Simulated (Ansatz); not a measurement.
Born–Oppenheimer molecular dynamics of BFH4O (7 atoms, charge 0, multiplicity 1). It starts at the highest image of a converged band, a first-order saddle point between two minima.

Method: Ansatz 0.2.0, RKS B3LYP/cc-pVDZ.

```json
{"ensemble": "NVE (velocity Verlet)", "time step": "0.5 fs", "steps asked": "200", "starting velocities drawn for": "300 K", "seed": "6818"}
```

Frames 5 fs apart, positions in Å.

Velocities at 20.0 fs (Å/ps):

```
B 4.61 -4.35 -7.60
F -1.90 7.34 8.72
H -17.98 -11.25 -5.25
H -2.03 0.24 7.65
O -0.63 -4.37 -5.46
H 2.53 -10.54 -6.90
H 13.79 -0.85 8.28
```

```xyz
7
Properties=species:S:1:pos:R:3 time_fs=20.0 energy_less_start_eV=-0.083 T=429
B 0.088 -0.357 -0.149
F -0.057 0.151 1.618
H 1.110 0.198 -0.380
H -1.001 0.015 -0.564
O 0.123 -1.708 0.325
H -0.618 -2.270 0.094
H 0.077 -0.823 1.776
7
Properties=species:S:1:pos:R:3 time_fs=25.0 energy_less_start_eV=-0.171 T=565
B 0.091 -0.388 -0.184
F -0.065 0.184 1.668
H 1.122 0.166 -0.435
H -0.971 0.020 -0.555
O 0.127 -1.731 0.294
H -0.630 -2.288 0.059
H 0.114 -0.709 1.777
7
Properties=species:S:1:pos:R:3 time_fs=30.0 energy_less_start_eV=-0.252 T=692
B 0.080 -0.435 -0.220
F -0.073 0.228 1.724
H 1.172 0.103 -0.480
H -0.954 0.046 -0.621
O 0.141 -1.752 0.257
H -0.673 -2.235 0.049
H 0.150 -0.728 1.801
7
Properties=species:S:1:pos:R:3 time_fs=35.0 energy_less_start_eV=-0.294 T=757
B 0.080 -0.478 -0.266
F -0.080 0.267 1.786
H 1.122 -0.018 -0.463
H -0.936 0.028 -0.702
O 0.154 -1.771 0.213
H -0.723 -2.171 0.105
H 0.134 -0.612 1.835
7
Properties=species:S:1:pos:R:3 time_fs=40.0 energy_less_start_eV=-0.350 T=843
B 0.080 -0.521 -0.324
F -0.087 0.311 1.850
H 1.213 -0.021 -0.453
H -0.921 -0.052 -0.752
O 0.157 -1.790 0.167
H -0.746 -2.160 0.225
H 0.148 -0.621 1.902
7
Properties=species:S:1:pos:R:3 time_fs=45.0 energy_less_start_eV=-0.380 T=886
B 0.109 -0.554 -0.391
F -0.095 0.351 1.916
H 1.171 -0.019 -0.461
H -0.965 -0.113 -0.803
O 0.149 -1.814 0.127
H -0.708 -2.199 0.333
H 0.159 -0.541 1.971
7
Properties=species:S:1:pos:R:3 time_fs=50.0 energy_less_start_eV=-0.338 T=822
B 0.125 -0.586 -0.462
F -0.103 0.392 1.983
H 1.156 0.012 -0.530
H -0.924 -0.164 -0.831
O 0.143 -1.839 0.096
H -0.699 -2.250 0.354
H 0.191 -0.479 2.038
7
Properties=species:S:1:pos:R:3 time_fs=55.0 energy_less_start_eV=-0.338 T=824
B 0.127 -0.628 -0.523
F -0.112 0.433 2.050
H 1.191 0.004 -0.648
H -0.919 -0.150 -0.906
O 0.148 -1.862 0.073
H -0.713 -2.256 0.252
H 0.257 -0.456 2.093
7
Properties=species:S:1:pos:R:3 time_fs=60.0 energy_less_start_eV=-0.328 T=809
B 0.127 -0.665 -0.579
F -0.119 0.468 2.116
H 1.149 -0.140 -0.764
H -0.907 -0.150 -0.989
O 0.158 -1.878 0.053
H -0.747 -2.240 0.084
H 0.285 -0.331 2.130
7
Properties=species:S:1:pos:R:3 time_fs=65.0 energy_less_start_eV=-0.256 T=697
B 0.118 -0.703 -0.635
F -0.129 0.507 2.181
H 1.243 -0.239 -0.876
H -0.875 -0.215 -1.040
O 0.162 -1.888 0.030
H -0.734 -2.249 -0.051
H 0.367 -0.317 2.159
7
Properties=species:S:1:pos:R:3 time_fs=70.0 energy_less_start_eV=-0.283 T=738
B 0.140 -0.737 -0.695
F -0.136 0.540 2.244
H 1.233 -0.314 -0.933
H -0.935 -0.271 -1.107
O 0.156 -1.898 0.003
H -0.709 -2.330 -0.065
H 0.393 -0.212 2.180
7
Properties=species:S:1:pos:R:3 time_fs=75.0 energy_less_start_eV=-0.288 T=745
B 0.156 -0.770 -0.761
F -0.142 0.573 2.305
H 1.231 -0.291 -0.965
H -0.885 -0.349 -1.151
O 0.146 -1.911 -0.026
H -0.685 -2.411 0.022
H 0.427 -0.144 2.199
```

Of the whole run (100 fs, mean temperature of the second half 694 K): The conserved energy stayed within 0.17 meV per atom of its start (net change -0.11 meV per atom), so the integration is sound. The kinetic energy rose, since the run started high on the potential surface and went downhill. It ends in pieces (BH3O + FH), so much of that is their flight and rotation, not heat. A run of 0.1 ps of so small a system gives no equilibrium averages. The orbitals stay closed-shell, which can raise the energy where a bond breaks towards radicals; this wasn't checked here.

The run took 110 s on 1 thread of AMD EPYC 9R45 96-Core Processor (Zen 5) (shared host), peak memory 0.13 GiB.
